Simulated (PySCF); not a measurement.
Computed Raman spectrum (relative Raman activity) of a molecule C4H8. The structure is a stationary point at PBE0-D3(BJ)/def2-SVP. The values are those of a single conformer. The numbers are results of PySCF with PBE0-D3(BJ)/def2-SVP, not measurements. Harmonic, unscaled wavenumbers; measured fundamentals usually lie a few per cent lower.

```
ν (cm⁻¹)  relative intensity
--------  ------------------
842                      2.7
1069                     2.0
1405                     2.9
1417                      16
1439                     9.1
1470                     4.3
1754                     8.1
3038                     2.7
3042                     100
3114                      59
3159                      33
3164                      46
3258                      24
```

Task: Pick the molecule that these values belong to.
(A) CC1CC1
(B) C=CCC
(C) C=C(C)C
(D) C/C=C\C

Result: C, C=C(C)C
